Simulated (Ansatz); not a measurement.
Method: B3LYP-D3(BJ)/def2-TZVP run with Ansatz (a quantum-chemistry and plane-wave program). No frequencies were computed at this level.

Ansatz 0.2 input:
```yaml
crystal:
  periodic: [false, false, false]
  atoms:
    - { symbol: C, position_ang: [-1.527065, 0.020511, -0.325152] }
    - { symbol: C, position_ang: [-0.110253, 0.527886, -0.093997] }
    - { symbol: C, position_ang: [0.925027, -0.576782, -0.308575] }
    - { symbol: O, position_ang: [2.242386, -0.150363, -0.051672] }
    - { symbol: H, position_ang: [-2.246863, 0.820855, -0.172869] }
    - { symbol: H, position_ang: [-1.759436, -0.78781, 0.364075] }
    - { symbol: H, position_ang: [-1.637765, -0.353533, -1.340784] }
    - { symbol: H, position_ang: [-0.011616, 0.907712, 0.924953] }
    - { symbol: H, position_ang: [0.100171, 1.353625, -0.780631] }
    - { symbol: H, position_ang: [0.841297, -0.967984, -1.334092] }
    - { symbol: H, position_ang: [0.746529, -1.399918, 0.387326] }
    - { symbol: H, position_ang: [2.437573, 0.605793, -0.616537] }
basis:
  gaussian: { orbitals: def2-tzvp }
hamiltonian:
  xc: b3lyp
  dispersion: d3bj
relax:
  max_steps: 150
```

Output:

```
Functional definition: B3LYP
1043 factors; their error is unknown
mean field evaluation 1: about -5279.8821 eV, gradient 7.2e1 eV
mean field evaluation 2: about -5271.1296 eV, gradient 9.5e1 eV
mean field evaluation 4: about -5290.8668 eV, gradient 5.8e0 eV
mean field evaluation 8: about -5290.9287 eV, gradient 5.2e-2 eV
mean field evaluation 16: about -5290.9039 eV, gradient 9.8e-5 eV
mean field -5290.90390654 eV, -194.4371322619 hartree, gradient 2.0e-5 eV, S^2 0.000000; 0 other end points of the search recorded, 0 dependent functions left out
reference -5290.90417406 eV, -194.4371420931 hartree; 17, 17 occupied and 155, 155 virtual orbitals, 1043 factors
relax step   1: F+E_penalty+E_count = -5291.22451052 eV  Δ(F+E_penalty+E_count) = +0.000e0 eV  max|allowed force component| = 4.998e-1 eV/Å  Δτ_max = 0.0000 Å  (28 SCF iters, accepted)
these checks for a lower state are left out or cut short: starts, cluster_reference, orbital_swaps, neighbouring_geometries, increment
1043 factors; their error is unknown
mean field -5290.91451881 eV, -194.4375222558 hartree, gradient 1.4e-5 eV, S^2 0.000000; 0 other end points of the search recorded, 0 dependent functions left out
reference -5290.91478720 eV, -194.4375321188 hartree; 17, 17 occupied and 155, 155 virtual orbitals, 1043 factors
relax step   2: F+E_penalty+E_count = -5291.23384364 eV  Δ(F+E_penalty+E_count) = -9.333e-3 eV  max|allowed force component| = 2.808e-1 eV/Å  Δτ_max = 0.0227 Å  (30 SCF iters, accepted)
these checks for a lower state are left out or cut short: starts, cluster_reference, orbital_swaps, neighbouring_geometries, increment
1043 factors; their error is unknown
mean field evaluation 32: about -5290.9158 eV, gradient 1.4e-5 eV
mean field -5290.91578446 eV, -194.4375687674 hartree, gradient 1.4e-5 eV, S^2 0.000000; 0 other end points of the search recorded, 0 dependent functions left out
reference -5290.91605288 eV, -194.4375786316 hartree; 17, 17 occupied and 155, 155 virtual orbitals, 1043 factors
relax step   3: F+E_penalty+E_count = -5291.23510312 eV  Δ(F+E_penalty+E_count) = -1.259e-3 eV  max|allowed force component| = 1.226e-1 eV/Å  Δτ_max = 0.0044 Å  (31 SCF iters, accepted)
these checks for a lower state are left out or cut short: starts, cluster_reference, orbital_swaps, neighbouring_geometries, increment
1043 factors; their error is unknown
mean field -5290.91605520 eV, -194.4375787171 hartree, gradient 1.4e-5 eV, S^2 0.000000; 0 other end points of the search recorded, 0 dependent functions left out
reference -5290.91632356 eV, -194.4375885788 hartree; 17, 17 occupied and 155, 155 virtual orbitals, 1043 factors
relax step   4: F+E_penalty+E_count = -5291.23536404 eV  Δ(F+E_penalty+E_count) = -2.609e-4 eV  max|allowed force component| = 2.652e-2 eV/Å  Δτ_max = 0.0042 Å  (31 SCF iters, accepted)
these checks for a lower state are left out or cut short: starts, cluster_reference, orbital_swaps, neighbouring_geometries, increment
1043 factors; their error is unknown
mean field -5290.91612072 eV, -194.4375811248 hartree, gradient 1.4e-5 eV, S^2 0.000000; 0 other end points of the search recorded, 0 dependent functions left out
reference -5290.91638902 eV, -194.4375909845 hartree; 17, 17 occupied and 155, 155 virtual orbitals, 1043 factors
relax step   5: F+E_penalty+E_count = -5291.23541867 eV  Δ(F+E_penalty+E_count) = -5.463e-5 eV  max|allowed force component| = 9.755e-3 eV/Å  Δτ_max = 0.0043 Å  (31 SCF iters, accepted)
1043 factors; their error is unknown
mean field evaluation 64: about -5290.9161 eV, gradient 7.9e-3 eV
mean field -5290.91612072 eV, -194.4375811248 hartree, gradient 1.4e-5 eV, S^2 0.000000; 1 other end points of the search recorded, 0 dependent functions left out
reference -5290.91638902 eV, -194.4375909845 hartree; 17, 17 occupied and 155, 155 virtual orbitals, 1043 factors
Total energy: -5291.23568696 eV, -194.4493249676 hartree
Atom 0 at    -1.533530     0.021691    -0.325492 Å, force    -0.006279    -0.001778    -0.000543 eV/Å
Atom 1 at    -0.109620     0.520585    -0.093805 Å, force    -0.003255     0.004465     0.000859 eV/Å
Atom 2 at     0.929033    -0.570658    -0.308015 Å, force     0.009755    -0.000583     0.000739 eV/Å
Atom 3 at     2.259389    -0.138980    -0.042096 Å, force    -0.002866     0.000724     0.002196 eV/Å
Atom 4 at    -2.262134     0.819041    -0.173078 Å, force     0.001664    -0.000496    -0.000070 eV/Å
Atom 5 at    -1.782197    -0.790517     0.361609 Å, force     0.001690     0.001581    -0.001026 eV/Å
Atom 6 at    -1.661779    -0.355041    -1.343114 Å, force     0.001163     0.000897     0.001643 eV/Å
Atom 7 at    -0.002510     0.909299     0.922211 Å, force     0.000159    -0.001354    -0.000493 eV/Å
Atom 8 at     0.103809     1.353995    -0.773210 Å, force    -0.000190    -0.001641     0.000170 eV/Å
Atom 9 at     0.846920    -0.970570    -1.327837 Å, force    -0.000509     0.001254    -0.000621 eV/Å
Atom 10 at     0.750158    -1.399312     0.380059 Å, force    -0.000739    -0.000112    -0.000687 eV/Å
Atom 11 at     2.462446     0.600459    -0.625187 Å, force    -0.000592    -0.002958    -0.002168 eV/Å
Dipole moment:    -0.237816     0.164139    -0.217680 e Å
```

Cost: roughly 29 core-seconds.
